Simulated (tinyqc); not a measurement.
Worked calculation (part 1 of 2): RHF in the sto-3g basis, for CH3-, spin multiplicity 1. The basis has no diffuse functions, so it cannot describe the extra electron: this is an exercise in the method, not the real anion. Computed by tinyqc, a small Python program that keeps every step (integrals from PySCF). Settings: charge = -1, multiplicity = 1, basis = sto-3g, energy threshold = 1e-10, iteration cap = 51, orthogonalisation = symmetric, start = atomic densities, DIIS depth = 0, method = RHF. Command: `OMP_NUM_THREADS=1 python tinyqc.py 26790 26791 out.jsonl` (the two numbers bound the seeds that draw the settings). One thread of a shared host (Intel(R) Xeon(R) Processor @ 2.60GHz), about 0.1 s of CPU time with the checks. Later iterations appear only in the table of the cycle.

## One-electron integrals

Geometry (angstrom):
```
atom         x         y        z
C      0.00000   0.00000  0.01500
H      1.33700   0.00000  0.00000
H     -0.66800   1.15800  0.00000
H     -0.66800  -1.15800  0.00000
```

Basis sto-3g: exponents (1/bohr^2) and contraction coefficients of normalised primitives:
```
element  l (shell)  exponent  coefficient
C            s (1)  71.61684      0.15433
C            s (1)  13.04510      0.53533
C            s (1)   3.53051      0.44463
C            s (2)   2.94125     -0.09997
C            s (2)   0.68348      0.39951
C            s (2)   0.22229      0.70012
C            p (3)   2.94125      0.15592
C            p (3)   0.68348      0.60768
C            p (3)   0.22229      0.39196
H            s (1)   3.42525      0.15433
H            s (1)   0.62391      0.53533
H            s (1)   0.16886      0.44463
```

Overlap, kinetic and nuclear-attraction integrals over the contracted functions; the nuclear repulsion is the sum of Za Zb / Rab.

nuclear repulsion = 7.8099432 hartree

overlap S, order 1C 1s, 1C 2s, 1C 2px, 1C 2py, 1C 2pz, 2H 1s, 3H 1s, 4H 1s:
```
[[1.00000, 0.24836, 0.00000, 0.00000, 0.00000, 0.03523, 0.03524, 0.03524],
 [0.24836, 1.00000, 0.00000, 0.00000, 0.00000, 0.35916, 0.35923, 0.35923],
 [0.00000, 0.00000, 1.00000, 0.00000, 0.00000, 0.37449, -0.18715, -0.18715],
 [0.00000, 0.00000, 0.00000, 1.00000, 0.00000, 0.00000, 0.32443, -0.32443],
 [0.00000, 0.00000, 0.00000, 0.00000, 1.00000, -0.00420, -0.00420, -0.00420],
 [0.03523, 0.35916, 0.37449, 0.00000, -0.00420, 1.00000, 0.06944, 0.06944],
 [0.03524, 0.35923, -0.18715, 0.32443, -0.00420, 0.06944, 1.00000, 0.06937],
 [0.03524, 0.35923, -0.18715, -0.32443, -0.00420, 0.06944, 0.06937, 1.00000]]
```

kinetic energy T (hartree), order 1C 1s, 1C 2s, 1C 2px, 1C 2py, 1C 2pz, 2H 1s, 3H 1s, 4H 1s:
```
[[15.89112, -0.08589, 0.00000, 0.00000, 0.00000, -0.01062, -0.01062, -0.01062],
 [-0.08589, 0.47225, 0.00000, 0.00000, 0.00000, 0.04337, 0.04340, 0.04340],
 [0.00000, 0.00000, 1.47773, 0.00000, 0.00000, 0.13495, -0.06746, -0.06746],
 [0.00000, 0.00000, 0.00000, 1.47773, 0.00000, 0.00000, 0.11695, -0.11695],
 [0.00000, 0.00000, 0.00000, 0.00000, 1.47773, -0.00151, -0.00151, -0.00151],
 [-0.01062, 0.04337, 0.13495, 0.00000, -0.00151, 0.76003, -0.01142, -0.01142],
 [-0.01062, 0.04340, -0.06746, 0.11695, -0.00151, -0.01142, 0.76003, -0.01142],
 [-0.01062, 0.04340, -0.06746, -0.11695, -0.00151, -0.01142, -0.01142, 0.76003]]
```

nuclear attraction V (hartree), order 1C 1s, 1C 2s, 1C 2px, 1C 2py, 1C 2pz, 2H 1s, 3H 1s, 4H 1s:
```
[[-34.84013, -4.48713, 0.00000, 0.00000, 0.00038, -0.64453, -0.64474, -0.64474],
 [-4.48713, -6.36679, -0.00006, 0.00000, 0.00421, -1.81685, -1.81725, -1.81725],
 [0.00000, -0.00006, -6.36529, 0.00000, 0.00000, -1.73598, 0.86757, 0.86757],
 [0.00000, 0.00000, 0.00000, -6.36541, 0.00000, 0.00000, -1.50400, 1.50400],
 [0.00038, 0.00421, 0.00000, 0.00000, -6.24211, 0.02019, 0.02019, 0.02019],
 [-0.64453, -1.81685, -1.73598, 0.00000, 0.02019, -4.03926, -0.31585, -0.31585],
 [-0.64474, -1.81725, 0.86757, -1.50400, 0.02019, -0.31585, -4.03944, -0.31557],
 [-0.64474, -1.81725, 0.86757, 1.50400, 0.02019, -0.31585, -0.31557, -4.03944]]
```

core Hamiltonian H = T + V (hartree), order 1C 1s, 1C 2s, 1C 2px, 1C 2py, 1C 2pz, 2H 1s, 3H 1s, 4H 1s:
```
[[-18.94901, -4.57302, 0.00000, 0.00000, 0.00038, -0.65515, -0.65536, -0.65536],
 [-4.57302, -5.89454, -0.00006, 0.00000, 0.00421, -1.77348, -1.77385, -1.77385],
 [0.00000, -0.00006, -4.88756, 0.00000, 0.00000, -1.60103, 0.80011, 0.80011],
 [0.00000, 0.00000, 0.00000, -4.88769, 0.00000, 0.00000, -1.38706, 1.38706],
 [0.00038, 0.00421, 0.00000, 0.00000, -4.76439, 0.01867, 0.01868, 0.01868],
 [-0.65515, -1.77348, -1.60103, 0.00000, 0.01867, -3.27923, -0.32727, -0.32727],
 [-0.65536, -1.77385, 0.80011, -1.38706, 0.01868, -0.32727, -3.27941, -0.32698],
 [-0.65536, -1.77385, 0.80011, 1.38706, 0.01868, -0.32727, -0.32698, -3.27941]]
```

## Two-electron integrals

Functions are numbered as in S; the eight-fold symmetry (ij|kl) = (ji|kl) = (kl|ij) leaves the list below.

Two-electron integrals (ij|kl) in chemists' order, unique and non-zero (hartree):
```
(11|11) 3.54195     (21|11) 0.57692     (21|21) 0.11189     (22|11) 0.85468
(22|21) 0.20528     (22|22) 0.62471     (31|31) 0.02030     (32|31) 0.03086
(32|32) 0.13800     (33|11) 0.85244     (33|21) 0.20534     (33|22) 0.62457
(33|33) 0.67283     (41|41) 0.02030     (42|41) 0.03086     (42|42) 0.13800
(43|43) 0.03627     (44|11) 0.85244     (44|21) 0.20534     (44|22) 0.62457
(44|33) 0.60030     (44|44) 0.67283     (51|51) 0.02030     (52|51) 0.03086
(52|52) 0.13800     (53|53) 0.03627     (54|54) 0.03627     (55|11) 0.85244
(55|21) 0.20534     (55|22) 0.62457     (55|33) 0.60030     (55|44) 0.60030
(55|55) 0.67283     (61|11) 0.08211     (61|21) 0.01584     (61|22) 0.02906
(61|31) 0.00093     (61|32) 0.00176     (61|33) 0.02926     (61|44) 0.02897
(61|51) -1.05e-05   (61|52) -1.97e-05   (61|53) -3.29e-06   (61|55) 0.02897
(61|61) 0.00229     (62|11) 0.22275     (62|21) 0.05434     (62|22) 0.18537
(62|31) 0.00513     (62|32) 0.03745     (62|33) 0.19450     (62|44) 0.18071
(62|51) -0.00006    (62|52) -0.00042    (62|53) -0.00015    (62|55) 0.18071
(62|61) 0.00803     (62|62) 0.07621     (63|11) 0.20052     (63|21) 0.04951
(63|22) 0.17906     (63|31) 0.00918     (63|32) 0.06137     (63|33) 0.19655
(63|44) 0.17022     (63|51) -4.49e-05   (63|52) -0.00037    (63|53) -0.00022
(63|55) 0.17022     (63|61) 0.00761     (63|62) 0.08725     (63|63) 0.10672
(64|41) 0.00518     (64|42) 0.02835     (64|43) 0.00705     (64|54) -0.00008
(64|64) 0.00865     (65|11) -0.00225    (65|21) -0.00056    (65|22) -0.00201
(65|31) -4.49e-05   (65|32) -0.00037    (65|33) -0.00205    (65|44) -0.00191
(65|51) 0.00518     (65|52) 0.02835     (65|53) 0.00705     (65|55) -0.00207
(65|61) -0.00009    (65|62) -0.00098    (65|63) -0.00110    (65|65) 0.00867
(66|11) 0.39237     (66|21) 0.09730     (66|22) 0.37923     (66|31) 0.01054
(66|32) 0.10603     (66|33) 0.41696     (66|44) 0.36010     (66|51) -0.00012
(66|52) -0.00119    (66|53) -0.00064    (66|55) 0.36010     (66|61) 0.01452
(66|62) 0.20647     (66|63) 0.25984     (66|65) -0.00292    (66|66) 0.77461
(71|11) 0.08214     (71|21) 0.01585     (71|22) 0.02907     (71|31) -0.00047
(71|32) -0.00088    (71|33) 0.02905     (71|41) 0.00081     (71|42) 0.00152
(71|43) -0.00013    (71|44) 0.02919     (71|51) -1.05e-05   (71|52) -1.97e-05
(71|53) 1.65e-06    (71|54) -2.85e-06   (71|55) 0.02897     (71|61) 0.00222
(71|62) 0.00754     (71|63) 0.00674     (71|64) 0.00025     (71|65) -0.00008
(71|66) 0.01347     (71|71) 0.00229     (72|11) 0.22280     (72|21) 0.05436
(72|22) 0.18541     (72|31) -0.00257    (72|32) -0.01872    (72|33) 0.18419
(72|41) 0.00445     (72|42) 0.03245     (72|43) -0.00597    (72|44) 0.19110
(72|51) -0.00006    (72|52) -0.00042    (72|53) 0.00008     (72|54) -0.00013
(72|55) 0.18075     (72|61) 0.00754     (72|62) 0.05154     (72|63) 0.04689
(72|64) 0.00608     (72|65) -0.00064    (72|66) 0.10590     (72|71) 0.00804
(72|72) 0.07624     (73|11) -0.10022    (73|21) -0.02474    (73|22) -0.08949
(73|31) 0.00618     (73|32) 0.03660     (73|33) -0.09365    (73|41) -0.00173
(73|42) -0.01429    (73|43) 0.00876     (73|44) -0.08965    (73|51) 2.24e-05
(73|52) 0.00019     (73|53) -0.00011    (73|54) 0.00006     (73|55) -0.08507
(73|61) -0.00316    (73|62) -0.01816    (73|63) -0.01196    (73|64) -0.00152
(73|65) 0.00022     (73|66) -0.03311    (73|71) -0.00380    (73|72) -0.04361
(73|73) 0.03315     (74|11) 0.17373     (74|21) 0.04289     (74|22) 0.15514
(74|31) -0.00173    (74|32) -0.01429    (74|33) 0.15012     (74|41) 0.00818
(74|42) 0.05313     (74|43) -0.00811    (74|44) 0.16764     (74|51) -3.89e-05
(74|52) -0.00032    (74|53) 0.00006     (74|54) -0.00018    (74|55) 0.14747
(74|61) 0.00596     (74|62) 0.04366     (74|63) 0.03967     (74|64) 0.01004
(74|65) -0.00054    (74|66) 0.09084     (74|71) 0.00660     (74|72) 0.07560
(74|73) -0.04246    (74|74) 0.08226     (75|11) -0.00225    (75|21) -0.00056
(75|22) -0.00201    (75|31) 2.24e-05    (75|32) 0.00019     (75|33) -0.00194
(75|41) -3.89e-05   (75|42) -0.00032    (75|43) 0.00006     (75|44) -0.00201
(75|51) 0.00518     (75|52) 0.02836     (75|53) -0.00353    (75|54) 0.00611
(75|55) -0.00207    (75|61) -0.00008    (75|62) -0.00064    (75|63) -0.00058
(75|64) -0.00007    (75|65) 0.00539     (75|66) -0.00139    (75|71) -0.00009
(75|72) -0.00098    (75|73) 0.00055     (75|74) -0.00095    (75|75) 0.00867
(76|11) 0.03802     (76|21) 0.00931     (76|22) 0.03300     (76|31) 0.00037
(76|32) 0.00289     (76|33) 0.03327     (76|41) 0.00064     (76|42) 0.00501
(76|43) 0.00027     (76|44) 0.03358     (76|51) -1.65e-05   (76|52) -0.00013
(76|53) -1.81e-05   (76|54) -3.13e-05   (76|55) 0.03212     (76|61) 0.00134
(76|62) 0.01193     (76|63) 0.01274     (76|64) 0.00134     (76|65) -0.00017
(76|66) 0.02997     (76|71) 0.00134     (76|72) 0.01194     (76|73) -0.00521
(76|74) 0.01170     (76|75) -0.00017    (76|76) 0.00238     (77|11) 0.39241
(77|21) 0.09731     (77|22) 0.37926     (77|31) -0.00527    (77|32) -0.05299
(77|33) 0.37433     (77|41) 0.00913     (77|42) 0.09186     (77|43) -0.02461
(77|44) 0.40280     (77|51) -0.00012    (77|52) -0.00119    (77|53) 0.00032
(77|54) -0.00055    (77|55) 0.36013     (77|61) 0.01347     (77|62) 0.10589
(77|63) 0.09522     (77|64) 0.01671     (77|65) -0.00139    (77|66) 0.22832
(77|71) 0.01452     (77|72) 0.20652     (77|73) -0.12986    (77|74) 0.22512
(77|75) -0.00292    (77|76) 0.02997     (77|77) 0.77461     (81|11) 0.08214
(81|21) 0.01585     (81|22) 0.02907     (81|31) -0.00047    (81|32) -0.00088
(81|33) 0.02905     (81|41) -0.00081    (81|42) -0.00152    (81|43) 0.00013
(81|44) 0.02919     (81|51) -1.05e-05   (81|52) -1.97e-05   (81|53) 1.65e-06
(81|54) 2.85e-06    (81|55) 0.02897     (81|61) 0.00222     (81|62) 0.00754
(81|63) 0.00674     (81|64) -0.00025    (81|65) -0.00008    (81|66) 0.01347
(81|71) 0.00222     (81|72) 0.00755     (81|73) -0.00358    (81|74) 0.00572
(81|75) -0.00008    (81|76) 0.00128     (81|77) 0.01347     (81|81) 0.00229
(82|11) 0.22280     (82|21) 0.05436     (82|22) 0.18541     (82|31) -0.00257
(82|32) -0.01872    (82|33) 0.18419     (82|41) -0.00445    (82|42) -0.03245
(82|43) 0.00597     (82|44) 0.19110     (82|51) -0.00006    (82|52) -0.00042
(82|53) 0.00008     (82|54) 0.00013     (82|55) 0.18075     (82|61) 0.00754
(82|62) 0.05154     (82|63) 0.04689     (82|64) -0.00608    (82|65) -0.00064
(82|66) 0.10590     (82|71) 0.00755     (82|72) 0.05154     (82|73) -0.02869
(82|74) 0.03757     (82|75) -0.00064    (82|76) 0.00870     (82|77) 0.10588
(82|81) 0.00804     (82|82) 0.07624     (83|11) -0.10022    (83|21) -0.02474
(83|22) -0.08949    (83|31) 0.00618     (83|32) 0.03660     (83|33) -0.09365
(83|41) 0.00173     (83|42) 0.01429     (83|43) -0.00876    (83|44) -0.08965
(83|51) 2.24e-05    (83|52) 0.00019     (83|53) -0.00011    (83|54) -0.00006
(83|55) -0.08507    (83|61) -0.00316    (83|62) -0.01816    (83|63) -0.01196
(83|64) 0.00152     (83|65) 0.00022     (83|66) -0.03311    (83|71) -0.00358
(83|72) -0.02869    (83|73) 0.02103     (83|74) -0.02058    (83|75) 0.00035
(83|76) -0.00380    (83|77) -0.06203    (83|81) -0.00380    (83|82) -0.04361
(83|83) 0.03315     (84|11) -0.17373    (84|21) -0.04289    (84|22) -0.15514
(84|31) 0.00173     (84|32) 0.01429     (84|33) -0.15012    (84|41) 0.00818
(84|42) 0.05313     (84|43) -0.00811    (84|44) -0.16764    (84|51) 3.89e-05
(84|52) 0.00032     (84|53) -0.00006    (84|54) -0.00018    (84|55) -0.14747
(84|61) -0.00596    (84|62) -0.04366    (84|63) -0.03967    (84|64) 0.01004
(84|65) 0.00054     (84|66) -0.09084    (84|71) -0.00572    (84|72) -0.03757
(84|73) 0.02058     (84|74) -0.02300    (84|75) 0.00046     (84|76) -0.00659
(84|77) -0.07413    (84|81) -0.00660    (84|82) -0.07560    (84|83) 0.04246
(84|84) 0.08226     (85|11) -0.00225    (85|21) -0.00056    (85|22) -0.00201
(85|31) 2.24e-05    (85|32) 0.00019     (85|33) -0.00194    (85|41) 3.89e-05
(85|42) 0.00032     (85|43) -0.00006    (85|44) -0.00201    (85|51) 0.00518
(85|52) 0.02836     (85|53) -0.00353    (85|54) -0.00611    (85|55) -0.00207
(85|61) -0.00008    (85|62) -0.00064    (85|63) -0.00058    (85|64) 0.00007
(85|65) 0.00539     (85|66) -0.00139    (85|71) -0.00008    (85|72) -0.00064
(85|73) 0.00035     (85|74) -0.00046    (85|75) 0.00539     (85|76) -0.00012
(85|77) -0.00139    (85|81) -0.00009    (85|82) -0.00098    (85|83) 0.00055
(85|84) 0.00095     (85|85) 0.00867     (86|11) 0.03802     (86|21) 0.00931
(86|22) 0.03300     (86|31) 0.00037     (86|32) 0.00289     (86|33) 0.03327
(86|41) -0.00064    (86|42) -0.00501    (86|43) -0.00027    (86|44) 0.03358
(86|51) -1.65e-05   (86|52) -0.00013    (86|53) -1.81e-05   (86|54) 3.13e-05
(86|55) 0.03212     (86|61) 0.00134     (86|62) 0.01193     (86|63) 0.01274
(86|64) -0.00134    (86|65) -0.00017    (86|66) 0.02997     (86|71) 0.00128
(86|72) 0.00870     (86|73) -0.00380    (86|74) 0.00659     (86|75) -0.00012
(86|76) 0.00180     (86|77) 0.01778     (86|81) 0.00134     (86|82) 0.01194
(86|83) -0.00521    (86|84) -0.01170    (86|85) -0.00017    (86|86) 0.00238
(87|11) 0.03799     (87|21) 0.00931     (87|22) 0.03297     (87|31) -0.00073
(87|32) -0.00577    (87|33) 0.03370     (87|44) 0.03308     (87|51) -1.65e-05
(87|52) -0.00013    (87|53) 3.61e-05    (87|55) 0.03209     (87|61) 0.00128
(87|62) 0.00869     (87|63) 0.00760     (87|65) -0.00012    (87|66) 0.01776
(87|71) 0.00134     (87|72) 0.01192     (87|73) -0.00751    (87|74) 0.01035
(87|75) -0.00017    (87|76) 0.00180     (87|77) 0.02993     (87|81) 0.00134
(87|82) 0.01192     (87|83) -0.00751    (87|84) -0.01035    (87|85) -0.00017
(87|86) 0.00180     (87|87) 0.00237     (88|11) 0.39241     (88|21) 0.09731
(88|22) 0.37926     (88|31) -0.00527    (88|32) -0.05299    (88|33) 0.37433
(88|41) -0.00913    (88|42) -0.09186    (88|43) 0.02461     (88|44) 0.40280
(88|51) -0.00012    (88|52) -0.00119    (88|53) 0.00032     (88|54) 0.00055
(88|55) 0.36013     (88|61) 0.01347     (88|62) 0.10589     (88|63) 0.09522
(88|64) -0.01671    (88|65) -0.00139    (88|66) 0.22832     (88|71) 0.01347
(88|72) 0.10588     (88|73) -0.06203    (88|74) 0.07413     (88|75) -0.00139
(88|76) 0.01778     (88|77) 0.22826     (88|81) 0.01452     (88|82) 0.20652
(88|83) -0.12986    (88|84) -0.22512    (88|85) -0.00292    (88|86) 0.02997
(88|87) 0.02993     (88|88) 0.77461
```

## Orthogonalisation

S = U s U^T; symmetric (Loewdin) form X = U s^(-1/2) U^T, so that X^T S X = 1.

eigenvalues of S: [0.40608, 0.50519, 0.50538, 0.97674, 1.00031, 1.42515, 1.42544, 1.75570]

X, order 1C 1s, 1C 2s, 1C 2px, 1C 2py, 1C 2pz, 2H 1s, 3H 1s, 4H 1s:
```
[[1.02713, -0.15095, 0.00000, 0.00000, 0.00025, 0.02108, 0.02108, 0.02108],
 [-0.15095, 1.21077, 0.00002, 0.00000, -0.00212, -0.21652, -0.21657, -0.21657],
 [0.00000, 0.00002, 1.10068, 0.00000, 0.00000, -0.23167, 0.11578, 0.11578],
 [0.00000, 0.00000, 0.00000, 1.10080, 0.00000, 0.00000, -0.20072, 0.20072],
 [0.00025, -0.00212, 0.00000, 0.00000, 1.00002, 0.00248, 0.00248, 0.00248],
 [0.02108, -0.21652, -0.23167, 0.00000, 0.00248, 1.12832, -0.01532, -0.01532],
 [0.02108, -0.21657, 0.11578, -0.20072, 0.00248, -0.01532, 1.12838, -0.01533],
 [0.02108, -0.21657, 0.11578, 0.20072, 0.00248, -0.01532, -0.01533, 1.12838]]
```

## Starting guess

The start is atomic minimal-basis densities projected into this basis (PySCF's MINAO start) and scaled to the electron count of each spin; this density is not idempotent, so its energy is not variational and may lie below the converged one.

D at the start, order 1C 1s, 1C 2s, 1C 2px, 1C 2py, 1C 2pz, 2H 1s, 3H 1s, 4H 1s:
```
[[2.37851, -0.56096, 0.00001, 0.00000, -0.00035, -0.02248, -0.02248, -0.02248],
 [-0.56096, 2.28053, -0.00002, 0.00000, 0.00130, 0.08955, 0.08956, 0.08956],
 [0.00001, -0.00002, 0.66713, 0.00000, 0.00000, 0.07062, -0.03529, -0.03529],
 [0.00000, 0.00000, 0.00000, 0.66706, 0.00000, 0.00000, 0.06117, -0.06117],
 [-0.00035, 0.00130, 0.00000, 0.00000, 0.73165, -0.00059, -0.00059, -0.00059],
 [-0.02248, 0.08955, 0.07062, 0.00000, -0.00059, 1.06475, 0.03021, 0.03021],
 [-0.02248, 0.08956, -0.03529, 0.06117, -0.00059, 0.03021, 1.06474, 0.03017],
 [-0.02248, 0.08956, -0.03529, -0.06117, -0.00059, 0.03021, 0.03017, 1.06474]]
```

## Iteration 1: building the Fock matrix

J_ij = sum D_kl (ij|kl), K_ij = sum D_kl (ik|jl); F = H + J - 0.5 K; E = tr D H + tr D J / 2 - 0.25 tr D K + E_nn.

Coulomb J (hartree), order 1C 1s, 1C 2s, 1C 2px, 1C 2py, 1C 2pz, 2H 1s, 3H 1s, 4H 1s:
```
[[12.94131, 2.49957, 0.00001, 0.00000, -0.00038, 0.35502, 0.35514, 0.35514],
 [2.49957, 5.90646, 0.00006, 0.00000, -0.00397, 1.77804, 1.77841, 1.77841],
 [0.00001, 0.00006, 5.93174, 0.00000, 0.00000, 1.73835, -0.86874, -0.86874],
 [0.00000, 0.00000, 0.00000, 5.93183, 0.00000, 0.00000, 1.50603, -1.50603],
 [-0.00038, -0.00397, 0.00000, 0.00000, 5.83617, -0.02023, -0.02023, -0.02023],
 [0.35502, 1.77804, 1.73835, 0.00000, -0.02023, 3.92308, 0.31677, 0.31677],
 [0.35514, 1.77841, -0.86874, 1.50603, -0.02023, 0.31677, 3.92325, 0.31647],
 [0.35514, 1.77841, -0.86874, -1.50603, -0.02023, 0.31677, 0.31647, 3.92325]]
```

exchange K (hartree), order 1C 1s, 1C 2s, 1C 2px, 1C 2py, 1C 2pz, 2H 1s, 3H 1s, 4H 1s:
```
[[8.07993, 1.39672, 0.00000, 0.00000, -0.00036, 0.22071, 0.22078, 0.22078],
 [1.39672, 2.10657, 0.00003, 0.00000, -0.00343, 0.81142, 0.81157, 0.81157],
 [0.00000, 0.00003, 1.07826, 0.00000, 0.00000, 0.53848, -0.26909, -0.26909],
 [0.00000, 0.00000, 0.00000, 1.07843, 0.00000, 0.00000, 0.46653, -0.46653],
 [-0.00036, -0.00343, 0.00000, 0.00000, 0.91523, -0.00664, -0.00664, -0.00664],
 [0.22071, 0.81142, 0.53848, 0.00000, -0.00664, 1.16280, 0.20942, 0.20942],
 [0.22078, 0.81157, -0.26909, 0.46653, -0.00664, 0.20942, 1.16290, 0.20929],
 [0.22078, 0.81157, -0.26909, -0.46653, -0.00664, 0.20942, 0.20929, 1.16290]]
```

Fock matrix F (hartree), order 1C 1s, 1C 2s, 1C 2px, 1C 2py, 1C 2pz, 2H 1s, 3H 1s, 4H 1s:
```
[[-10.04767, -2.77181, 0.00000, 0.00000, 0.00018, -0.41048, -0.41061, -0.41061],
 [-2.77181, -1.04136, -0.00001, 0.00000, 0.00195, -0.40115, -0.40123, -0.40123],
 [0.00000, -0.00001, 0.50505, 0.00000, 0.00000, -0.13191, 0.06591, 0.06591],
 [0.00000, 0.00000, 0.00000, 0.50493, 0.00000, 0.00000, -0.11428, 0.11428],
 [0.00018, 0.00195, 0.00000, 0.00000, 0.61417, 0.00177, 0.00177, 0.00177],
 [-0.41048, -0.40115, -0.13191, 0.00000, 0.00177, 0.06245, -0.11521, -0.11521],
 [-0.41061, -0.40123, 0.06591, -0.11428, 0.00177, -0.11521, 0.06239, -0.11516],
 [-0.41061, -0.40123, 0.06591, 0.11428, 0.00177, -0.11521, -0.11516, 0.06239]]
```

total energy of this density = -40.9624658 hartree

This density is the starting one; it is not idempotent, so its energy is not variational and may lie below the converged one.
